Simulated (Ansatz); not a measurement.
C$_{3}$H$_{2}$F$_{2}$S (`FC1=CC(F)S1`). The species carries charge 0 and has multiplicity 1.

Z-matrix (Å, degrees):
```
C
F 1 1.357
S 1 1.868 2 114.2
C 1 1.494 2 116.4 3 -104.4
H 1 1.092 2 108.7 3 122.4
C 3 1.758 1 70.6 2 -121.7
H 4 1.079 1 130.3 2 -63.9
F 6 1.306 3 125.2 1 -174.6
```

Problem. What are the harmonic wavenumbers in cm⁻¹ at PBE0-D4/def2-TZVP (Ansatz, finite differences of forces, unscaled)? (An estimate is asked.)

Solution. Computed: 148, 303, 381, 477, 548, 592, 737, 757, 781, 1001, 1078, 1153, 1254, 1264, 1360, 1724, 3109, 3266.

Problem. Is this a minimum?

Solution. Yes, all 18 modes are real.

Problem. Give the ideal-gas thermochemistry at 298.15 K and 1 bar (rigid rotor, harmonic oscillator; point group C1, symmetry number 1).

Solution. Zero-point energy 119.2 kJ/mol; H(298) − E = 135.4 kJ/mol; entropy 313.3 J/(mol·K), of which translation 167.3, rotation 113.0, vibration 33.1; G(298) − E = 42.0 kJ/mol.

Problem. And at 400, 500, 600, 800 and 1000 K?

Solution. 
```csv
T (K),H − E (kJ/mol),S (J/mol/K),G − E (kJ/mol)
400,144.9,340.7,8.7
500,155.9,365.1,-26.6
600,168.1,387.4,-64.3
800,195.2,426.2,-145.8
1000,224.8,459.1,-234.4
```
